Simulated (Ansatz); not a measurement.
An elementary step

Start structure (BSiH5O, singlet), relaxed at PBE0-D4/def2-TZVP:

B1  (-0.760, -0.463, -0.558)
Si2  (0.478, 0.848, 0.382)
O3  (-0.589, -1.801, -0.513)
H4  (0.171, -2.085, 0.003)
H5  (-1.705, -0.091, -1.198)
H6  (1.577, 0.141, 1.106)
H7  (1.101, 1.783, -0.597)
H8  (-0.273, 1.667, 1.375)
(Å)

The step: BSiH₅O ([OH][BH][SiH3]) → BHO ([BH][O]) + SiH₂ + H₂; bonds formed: Si2–H4, H4–H6; bonds broken: B1–Si2, Si2–H6, O3–H4. Ansatz 0.2.0; basis: def2-TZVPP and def2-QZVPP; cores frozen in the correlated methods. Extrapolation: Hartree–Fock as exp(−7.88 √X), correlation as X^−2.97. Energies below are by CCSD(T) at an estimated basis limit (MP2 extrapolated from triple and quadruple zeta, plus CCSD(T) − MP2 in triple zeta).

(1) What are the electronic barrier and the energy of the step, from the start structure to the end structure? (To be estimated.)

T1 diagnostic: at most 0.019.

## Answers

(1) The calculation gives: Barrier 59.04 kcal/mol; step energy 54.96 kcal/mol (uphill); reverse barrier, their difference, 4.08 kcal/mol. Barrier and step energy count from the start structure, the reverse barrier from the end structure.

The saddle point: One imaginary mode of 151i cm⁻¹.
```json
{"pair": "Si2–H4", "start (Å)": "2.97", "saddle (Å)": "1.82", "end (Å)": "1.75"}
{"pair": "H4–H6", "start (Å)": "2.85", "saddle (Å)": "0.80", "end (Å)": "0.82"}
{"pair": "B1–Si2", "start (Å)": "2.03", "saddle (Å)": "2.57", "end (Å)": "3.39"}
{"pair": "Si2–H6", "start (Å)": "1.49", "saddle (Å)": "1.82", "end (Å)": "1.81"}
{"pair": "O3–H4", "start (Å)": "0.96", "saddle (Å)": "2.00", "end (Å)": "2.37"}
```

Zero-point energy (harmonic, PBE0-D4): ZPE is 32.60 kcal/mol at the start and 28.49 kcal/mol at the saddle, so the barrier goes from 59.04 to 54.93 kcal/mol.

First-order rate constant out of the start structure at 698 K by transition-state theory, with harmonic vibrational free energies alone and no tunnelling: ΔA‡ = 53.45 kcal/mol, so k = (kB T/h) exp(−ΔA‡/kB T) ≈ 10^-4 s⁻¹ (an order of magnitude at best: rotation, the number of equivalent paths and anharmonicity are left out).

Labels in which every atom is bracketed show which atoms are joined, not bond orders.

For scale, one of the runs: CCSD(T)/def2-TZVPP, 174 basis functions (an equivalent command: `ansatz run in.yaml --threads 2`). The run took 17 s on 2 CPU threads (shared host), with 1.5 GiB of host memory at its peak.
